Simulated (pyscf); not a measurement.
Single points on ωB97X-D3(BJ)/def2-SVP structures (PySCF, gas phase). Correlated levels are frozen-core, on RHF or UHF. ΔMP2 is the change of the MP2 total energy from the triple- to the quadruple-zeta basis.

**Question.** Estimate the classical barrier height and the reaction energy of H₂N–GeH₂–F (SMILES [NH2][GeH2][F]) -> F–GeH: (SMILES [F][GeH]) [singlet] + NH₃ (SMILES N) at CCSD(T)/def2-TZVPP + ΔMP2(QZVPP). The step runs on the singlet surface, breaks Ge–N, Ge–H and forms H–N; take the reactant's lowest minimum found as zero.

**Answer.** ΔE‡ = 263.0 kJ/mol, ΔE = +140.5 kJ/mol. Zero-point energy shifts the barrier by -8.1 kJ/mol. It is a 1,1-elimination, with an imaginary mode of 1567i cm⁻¹. On the product side the descent ends in an adduct with a Ge–N contact, 105.0 kJ/mol under the separated species and 227.8 kJ/mol under the saddle at ωB97X-D3(BJ)/def2-TZVP. What is counted as broken (Ge–N) persists as a longer contact in the product adduct; parting that adduct is a step of its own. This is the saddle that the search found; another between the same sides may lie lower. The CCSD(T) − MP2 part came from Ansatz, without density fitting, on the same reference. The frozen core leaves the outer d or s,p core shells of the metals and heavy elements correlated in the MP2 and CC values, and def2-TZVPP describes them poorly, which can shift differences by a few kcal/mol. Elements up to Kr have no core potential and no relativistic terms here.
